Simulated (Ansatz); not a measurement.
## Worked example: correlation energy of H3Ge–Ga⁺, doublet

Geometry: that of the H3Ge–Ga, singlet, kept fixed.

```xyz
5

Ge   -1.2422   -0.0023    0.0045
Ga    1.3753    0.0025   -0.0050
H    -1.8726    1.4154    0.0102
H    -1.8643   -0.7157    1.2338
H    -1.8732   -0.7099   -1.2236
```

Basis cc-pVDZ; Ansatz 0.2.0. Correlated methods freeze the noble-gas cores and the filled d shells of p-block atoms, which leaves 9 electrons in 41 orbitals. Prefix R: restricted or restricted open-shell reference; prefix U: unrestricted. No spin–orbit coupling is included, and no scalar relativity.

Full CI isn't at hand for all of this; UCCSDT(Q) serves as the reference, and is uncertain by about the last step of the cluster series.

Runs differ by some tens of microhartree through their thresholds and, for an open shell, their frozen cores, so steps under 0.03 kcal/mol mean nothing.

```csv
level,total energy (hartree)
UHF,-4000.027102
UMP2,-4000.147524
UCCSD,-4000.184336
UCCSD(T),-4000.187911
UCCSDT,-4000.188847
UCCSDT(Q),-4000.188981
```

Problem. What is the correlation energy at UCCSDT(Q), and what share of it do UMP2 and UCCSDT recover?

Solution. E(corr) = -4000.188981 − (-4000.027102) = -0.161879 hartree = -4.405 eV. UMP2: -0.120422 / -0.161879 = 74.39 %. UCCSDT: -0.161745 / -0.161879 = 99.92 %.

Problem. By how many kcal/mol does UCCSD(T) miss UCCSDT(Q) (1 hartree = 627.509 kcal/mol), and which steps make up the rest?

Solution. -4000.187911 − (-4000.188981) = 0.001070 hartree = 0.67 kcal/mol. Steps: UCCSDT − UCCSD(T) = -0.59, UCCSDT(Q) − UCCSDT = -0.08 kcal/mol. That is within 1 kcal/mol of the reference in this basis, which itself misses far more of the correlation at the basis-set limit.
